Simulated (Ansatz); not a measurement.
**SiO (triplet): RPA-PBE over vertical spin and charge gaps, cc-pVTZ**

Aim: run SiO (triplet) with these functionals over vertical spin and charge gaps, and hold them against the top wave-function level at the same points.

The runs use Ansatz 0.2.0, Gaussian basis; cc-pVTZ, all electrons in the functionals, frozen cores in the correlation of double hybrids and RPA.

Plan: RPA-PBE, at charge 0, triplet; charge 0, singlet; charge 0, quintet; charge 1, doublet; charge 1, quartet.

21 further runs of the same task are left out: 7 that didn't finish, 14 set aside as unsound or not needed.

## Step 1: The geometry

The geometry is a PBE0/def2-TZVP stationary point (not a proven minimum).

2 atoms, charge 0, spin multiplicity 3.

Atoms are counted from 1 here; the program's logs count them from 0.

Bond lengths: Si1–O2 1.724 Å.

No dispersion term is added.

The geometry shown and the zero of energy belong to the point charge 0, triplet. The yardstick, UCCSD(T), and other wave-function levels (R restricted, U unrestricted, valence and pair active spaces) come from earlier runs.

## Step 2: RPA-PBE, charge 0, triplet

File in.yaml:

```yaml
crystal:
  periodic: [false, false, false]
  atoms:
    - {symbol: Si, position_ang: [0.000000, 0.000000, 0.000000]}
    - {symbol: O, position_ang: [0.000000, 0.000000, 1.723500]}
basis:
  gaussian: {orbitals: cc-pVTZ}
magnetization: {spin_polarized: true, initial_magnetization: 2}
hamiltonian: {xc: {name: PBE}}
correlation: {method: rpa, electrons: outside_noble_gas}
```

Command:

```console
ansatz run in.yaml --threads 1 --pin off --events-out ev --progress --plain --max-ram 2393MiB
```

Standard output:

```text
Functional definition: PBE
  name "PBE"
  cite "Perdew, Burke & Ernzerhof, Phys. Rev. Lett. 77, 3865 (1996) doi:10.1103/PhysRevLett.77.3865"
  parent pbe
  parameter kappa = 0.804
  parameter beta = 0.06672455060314922
  exchange = pbe_x(kappa = kappa, mu = beta*pi^2/3)
  correlation = pbe_c(beta = beta)
387 factors; integrals over basis functions are off by at most 1.6e-3 eV
mean field evaluation 1: about -9905.2415 eV, gradient 5.0e1 eV
mean field evaluation 2: about -9905.2408 eV, gradient 5.0e1 eV
mean field evaluation 4: about -9912.7506 eV, gradient 1.9e1 eV
mean field evaluation 8: about -9914.2168 eV, gradient 1.6e1 eV
mean field evaluation 16: about -9915.5232 eV, gradient 1.3e-3 eV
mean field evaluation 32: about -9915.5232 eV, gradient 1.3e-3 eV
mean field evaluation 64: about -9915.4411 eV, gradient 3.0e0 eV
mean field evaluation 96: about -9915.5089 eV, gradient 3.2e-1 eV
mean field evaluation 128: about -9915.5441 eV, gradient 1.8e0 eV
mean field evaluation 160: about -9915.5608 eV, gradient 9.7e-1 eV
mean field -9915.56573906 eV, -364.3903198988 hartree, gradient 4.5e-6 eV, S^2 2.004515; 13 other end points of the search recorded, 0 dependent functions left out
6 core orbitals not correlated: weight in the atoms' cores, before any rotation towards them, 1.000 or more for the frozen orbitals, at most 0.000 for the correlated occupied ones
reference -9896.38757757 eV, -363.6855354634 hartree; 6, 4 occupied and 52, 54 virtual orbitals, 387 factors
Total energy: -9910.15831057 eV, -364.1916005669 hartree
```

Run time: 10 s. Hardware: 1 thread of Arm Neoverse V2, shared host.

From the report: ⟨S²⟩ of the determinant 2.005 (pure triplet: 2.00).

## Step 3: RPA-PBE, charge 0, singlet

in.yaml, as its differences from that of step 2:

```diff
@@ -7,3 +7,3 @@
   gaussian: {orbitals: cc-pVTZ}
-magnetization: {spin_polarized: true, initial_magnetization: 2}
+magnetization: {spin_polarized: true, initial_magnetization: 0}
 hamiltonian: {xc: {name: PBE}}
```

Same command.

Standard output, shortened:

```text
Functional definition: PBE
  name "PBE"
  cite "Perdew, Burke & Ernzerhof, Phys. Rev. Lett. 77, 3865 (1996) doi:10.1103/PhysRevLett.77.3865"
  parent pbe
[...]
387 factors; integrals over basis functions are off by at most 1.6e-3 eV
[...]
mean field -9918.98559528 eV, -364.5159972966 hartree, gradient 2.4e-6 eV, S^2 0.000000; 0 other end points of the search recorded, 0 dependent functions left out
6 core orbitals not correlated: weight in the atoms' cores, before any rotation towards them, 1.000 or more for the frozen orbitals, at most 0.000 for the correlated occupied ones
reference -9898.36423959 eV, -363.7581764528 hartree; 5, 5 occupied and 53, 53 virtual orbitals, 387 factors
Total energy: -9913.46407714 eV, -364.3130852477 hartree
```

Run time: 1.1 s. Hardware: 1 thread of Arm Neoverse V2, shared host.

From the report: ⟨S²⟩ of the determinant 0.000 (pure singlet: 0.00).

From charge 0, triplet: -319.0 kJ/mol.

## Step 4: RPA-PBE, charge 0, quintet

in.yaml, as its differences from that of step 3:

```diff
@@ -7,3 +7,3 @@
   gaussian: {orbitals: cc-pVTZ}
-magnetization: {spin_polarized: true, initial_magnetization: 0}
+magnetization: {spin_polarized: true, initial_magnetization: 4}
 hamiltonian: {xc: {name: PBE}}
```

Launched as before.

Standard output, shortened:

```text
Functional definition: PBE
  name "PBE"
  cite "Perdew, Burke & Ernzerhof, Phys. Rev. Lett. 77, 3865 (1996) doi:10.1103/PhysRevLett.77.3865"
  parent pbe
[...]
387 factors; integrals over basis functions are off by at most 1.6e-3 eV
[...]
mean field -9912.26497220 eV, -364.2690189537 hartree, gradient 6.0e-6 eV, S^2 6.003233; 5 other end points of the search recorded, 0 dependent functions left out
6 core orbitals not correlated: weight in the atoms' cores, before any rotation towards them, 1.000 or more for the frozen orbitals, at most 0.000 for the correlated occupied ones
reference -9895.10476859 eV, -363.6383931029 hartree; 7, 3 occupied and 51, 55 virtual orbitals, 387 factors
Total energy: -9906.87113185 eV, -364.0707989769 hartree
```

It took 2.3 s on 1 thread of Arm Neoverse V2, shared host.

From the report: ⟨S²⟩ of the determinant 6.003 (pure quintet: 6.00).

From charge 0, triplet: +317.2 kJ/mol.

## Step 5: RPA-PBE, charge 1, doublet

in.yaml, as its differences from that of step 4:

```diff
@@ -7,3 +7,4 @@
   gaussian: {orbitals: cc-pVTZ}
-magnetization: {spin_polarized: true, initial_magnetization: 4}
+total_charge: 1
+magnetization: {spin_polarized: true, initial_magnetization: 1}
 hamiltonian: {xc: {name: PBE}}
```

Launched as before.

Standard output, shortened:

```text
Functional definition: PBE
  name "PBE"
  cite "Perdew, Burke & Ernzerhof, Phys. Rev. Lett. 77, 3865 (1996) doi:10.1103/PhysRevLett.77.3865"
  parent pbe
[...]
387 factors; integrals over basis functions are off by at most 1.6e-3 eV
[...]
mean field -9907.89974413 eV, -364.1085997813 hartree, gradient 1.3e-6 eV, S^2 0.762834; 9 other end points of the search recorded, 0 dependent functions left out
6 core orbitals not correlated: weight in the atoms' cores, before any rotation towards them, 1.000 or more for the frozen orbitals, at most 0.000 for the correlated occupied ones
reference -9889.69941161 eV, -363.4397498978 hartree; 5, 4 occupied and 53, 54 virtual orbitals, 387 factors
Total energy: -9902.39492552 eV, -363.9063014284 hartree
```

Run time: 6.5 s. Hardware: 1 thread of Arm Neoverse V2, shared host.

From the report: ⟨S²⟩ of the determinant 0.763 (pure doublet: 0.75).

From charge 0, triplet: +749.1 kJ/mol.

## Step 6: RPA-PBE, charge 1, quartet

in.yaml, as its differences from that of step 5:

```diff
@@ -8,3 +8,3 @@
 total_charge: 1
-magnetization: {spin_polarized: true, initial_magnetization: 1}
+magnetization: {spin_polarized: true, initial_magnetization: 3}
 hamiltonian: {xc: {name: PBE}}
```

Same command.

Standard output, shortened:

```text
Functional definition: PBE
  name "PBE"
  cite "Perdew, Burke & Ernzerhof, Phys. Rev. Lett. 77, 3865 (1996) doi:10.1103/PhysRevLett.77.3865"
  parent pbe
[...]
387 factors; integrals over basis functions are off by at most 1.6e-3 eV
[...]
mean field -9904.30928419 eV, -363.9766528120 hartree, gradient 7.6e-7 eV, S^2 3.754905; 10 other end points of the search recorded, 0 dependent functions left out
6 core orbitals not correlated: weight in the atoms' cores, before any rotation towards them, 1.000 or more for the frozen orbitals, at most 0.000 for the correlated occupied ones
reference -9887.11518439 eV, -363.3447812991 hartree; 6, 3 occupied and 52, 55 virtual orbitals, 387 factors
Total energy: -9898.76312778 eV, -363.7728353232 hartree
```

Wall time 6 s (1 thread of Arm Neoverse V2, shared host).

From the report: ⟨S²⟩ of the determinant 3.755 (pure quartet: 3.75).

From charge 0, triplet: +1099.5 kJ/mol.

## Step 7: Against the wave-function levels

No level is safe as a reference over these points; UCCSD(T) serves as a yardstick only. It comes from earlier runs at the same points. Energies in kJ/mol, counted from charge 0, triplet; blanks weren't run or aren't comparable.

```
   level  triplet to singlet  triplet to quintet  ionisation to the doublet cation  ionisation to the quartet cation
UCCSD(T)              -325.0               313.3                             726.9                            1087.5
 RPA-PBE              -319.0               317.2                             749.1                            1099.5
```

Largest miss and mean time a point (UCCSD(T) took 12 s a point; shared hosts):

```
  level  largest miss (kJ/mol)                             where  time a point
RPA-PBE                  +22.2  ionisation to the doublet cation         5.2 s
```

## Step 8: What came out

```
                                  quantity                                            value
              triplet to singlet, UCCSD(T)                                    -325.0 kJ/mol
              triplet to quintet, UCCSD(T)                                     313.3 kJ/mol
ionisation to the doublet cation, UCCSD(T)                                     726.9 kJ/mol
ionisation to the quartet cation, UCCSD(T)                                    1087.5 kJ/mol
                     largest miss, RPA-PBE  +22.2 kJ/mol (ionisation to the doublet cation)
```

In words: RPA-PBE strays by up to 22.2 kJ/mol, at ionisation to the doublet cation. Functionals and the yardstick converge differently with the basis, so part of each miss in cc-pVTZ is the basis. The yardstick itself may be off where one determinant is a poor start.
